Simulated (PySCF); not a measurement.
Rock-salt MgS was calculated with Hartree–Fock (PySCF, GTH pseudopotentials, Gaussian basis).

The cell has the measured lattice: a = b = c = 5.203 Å, α = β = γ = 90.00°.

**Question.** Give the computed band gap and smallest direct gap on the k points sampled.

**Answer.** 
- band gap: 10.47 eV ± 0.1
- smallest direct gap on the k points sampled: 11.84 eV ± 0.2

Note: cell and atoms aren't relaxed at this level.

A ± is a rough bar: the spread of an extrapolation, a floor set from checks against published values, or a statistical error.

Computed values are for the static lattice.

Cost on a shared machine: roughly 70 core-minutes.
